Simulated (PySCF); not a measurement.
Simulated C 1s region for `C=CC#N`, binding energy against the vacuum level.

Every computed line was given a Gaussian of 0.5 eV full width at half maximum and an area set by the number of equivalent atoms; the highest printed point is 100. Computed with delta-SCF UKS SCAN, pcX-2 on the ionised atom, pcseg-1 elsewhere, spin-free X2C (PySCF).

(binding energy (eV), intensity): (290.8, 0), (290.9, 1), (291.0, 3), (291.1, 7), (291.2, 17), (291.3, 30), (291.4, 44), (291.5, 50), (291.6, 47), (291.7, 35), (291.8, 23), (291.9, 17), (292.0, 22), (292.1, 40), (292.2, 67), (292.3, 91), (292.4, 100), (292.5, 89), (292.6, 63), (292.7, 36), (292.8, 17), (292.9, 6), (293.0, 2), (293.1, 0)

Problem. Count the maxima, the lines and the sites behind this envelope.

Solution. The curve has 2 maxima (at 291.5 and 292.4 eV). Under it lie 3 lines from 3 inequivalent carbon sites. At this width some lines have no maximum of their own.

Problem. Decompose the envelope and assign each component. Numbering: `[CH2:1]=[CH:2][C:3]#[N:4]`.

Solution. 
```csv
position (eV),relative area,line,atoms,environment
291.52,1,C 1s,C1,terminal =CH2 carbon
292.36,1,C 1s,C2,alkene CH carbon
292.43,1,C 1s,C3,nitrile carbon
```

Problem. What are the centre and the root-mean-square width of the whole band?

Solution. The area-weighted mean of the lines is 292.10 eV. Their own spread about it is 0.41 eV (rms) and each Gaussian has σ = 0.5/2.355 = 0.21 eV; the variances add, which gives 0.47 eV.

Lowest listed C 1s: C1, bonded to C (double bond) and 2 H. Highest, 0.91 eV above it: C3, bonded to N (triple bond) and C. The widest gap between neighbouring values is 0.84 eV, between 291.52 and 292.36 eV. Summing the Pauling electronegativity differences to the bonded atoms, each weighted by its formal bond order, gives -0.70 for the lowest site and +1.47 for the highest; no listed site has a larger sum than the highest.

Shake-up satellites, vibrational structure and lifetime widths aren't simulated. Geometry: GFN2-xTB; no solvent, vibrations or thermal averaging.
